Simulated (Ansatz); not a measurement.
System: C4H5N, charge 0, singlet. C4H5N (1H-pyrrole, SMILES c1c[nH]cc1).
B3LYP-D3(BJ)/def2-TZVP minimum from Ansatz (an electronic-structure program):
```
N
H 1 1.0036
C 1 1.3709 2 125.06
C 1 1.3709 2 125.06 3 180.00
C 4 1.3739 1 107.64 2 -180.00
C 3 1.3739 1 107.64 2 180.00
H 3 1.0761 1 121.31 2 0.00
H 4 1.0761 1 121.31 2 0.00
H 6 1.0770 3 125.75 7 0.00
H 5 1.0770 4 125.75 8 0.00
```
Charge 0, spin multiplicity 1.

Total energies in cc-pVDZ, 26 correlated electrons, 5 frozen orbitals. UHF or UKS for unpaired electrons; spin-orbit terms are left out. Cores are frozen in correlated methods. No relativity.

| method | program | energy (Eh) | minus CCSDT(Q) (mEh) |
|---|---|---|---|
| HF | Ansatz | -208.82861 | 757.74 |
| MP2 | Ansatz | -209.52440 | 61.95 |
| CCSD | Ansatz | -209.55442 | 31.93 |
| CCSD(T) | Ansatz | -209.58365 | 2.69 |
| CCSDT(Q) | Ansatz | -209.58635 | 0.00 |

Rough core times of Ansatz's runs on a shared machine: CCSD(T) under 20 s, CCSDT(Q) 20 min.
